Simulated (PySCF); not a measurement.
# C5H5N (E-2,4-pentadienenitrile): the cost of one run

The runs use PySCF 2.14.0, with density-fitted response routines of our own; the level of theory stands in each step. All values are computed, except where a source is named. Atoms count from 0, in the outputs and in this text.

## 1. The molecule as given

11 atoms, charge 0, multiplicity 1; geometry from: MMFF94s. The atoms were then displaced at random by about 0.03 Å, so the start is not that level's minimum.

Bonds of the start (Å): C0–C1 1.25, C1–C2 1.40, C2–C3 1.45, C3–C4 1.31, C4–N5 1.17, C0–H6 1.13, C0–H7 1.10, C1–H8 1.02, C2–H9 1.13, C3–H10 1.10.

## 2. Geometry optimisation at PBE0-D3(BJ)/def2-SVP

Job settings and geometry (Å):

```
{"job": {"xc": "PBE0", "basis": "def2-SVP", "d3": "d3bj", "grid": 1, "shake": 0.03, "kind": "geom"}, "charge": 0, "multiplicity": 1}
C     -2.025070     0.656940     0.212970
C     -1.093980    -0.088030    -0.150160
C      0.217030     0.117330     0.290710
C      1.391120    -0.677020    -0.037000
C      2.607400    -0.486410     0.408650
N      3.686350    -0.278050     0.811800
H     -1.919480     1.586550     0.850830
H     -3.044580     0.564850    -0.183280
H     -1.285920    -0.903390    -0.740750
H      0.453450     0.968450     1.001790
H      1.111730    -1.546720    -0.649730
```

Command:

```bash
$ OMP_NUM_THREADS=1 python probes_run.py task.json out
```

This one command runs all jobs of the session in turn.

**Question.** How long does this first job take on 1 thread of Arm Neoverse V1, shared host, and how much memory does it need?

About 34 s, with a peak of 0.43 GiB.
